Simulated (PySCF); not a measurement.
# Cost of excited-state runs on SMILES C(=C)CC=O, C4H6O

Atom-mapped SMILES (the numbers label the heavy atoms): `[CH2:1]=[CH:2][CH2:3][CH:4]=[O:5]`; H(Xn) means a hydrogen on atom n. Ha(C1) is cis to C3; Hb(C1) is trans to C3.

PySCF with density fitting, on 1 thread of an Arm Neoverse V1, shared host. Command: `OMP_NUM_THREADS=1 python excited_run.py task.json out`

Question: How long does each of these runs take, and how much memory?
- first hyperpolarisability, CAM-B3LYP/def2-TZVPD; writes grids
- excited states, CAM-B3LYP/def2-TZVPD; Tamm-Dancoff; spin-orbit couplings; 6 states; 5 triplets; quadratic response for 4 states; IEF-PCM cyclohexane
- excited states, CAM-B3LYP/def2-TZVPD; Tamm-Dancoff; spin-orbit couplings; 6 states; 5 triplets; quadratic response for 4 states; writes grids
- excited states, CAM-B3LYP/def2-TZVPD; two-photon moments; 8 states; quadratic response for 6 states; 0 triplets

Answer: 
| run | level | basis functions | wall time | peak memory (GiB) |
| --- | --- | --- | --- | --- |
| first hyperpolarisability | CAM-B3LYP/def2-TZVPD | 242 | 41 s | 0.83 |
| excited states | CAM-B3LYP/def2-TZVPD | 242 | 37 s | 0.85 |
| excited states | CAM-B3LYP/def2-TZVPD | 242 | 38 s | 0.83 |
| excited states | CAM-B3LYP/def2-TZVPD | 242 | 42 s | 0.83 |

Times from a shared host are rough.
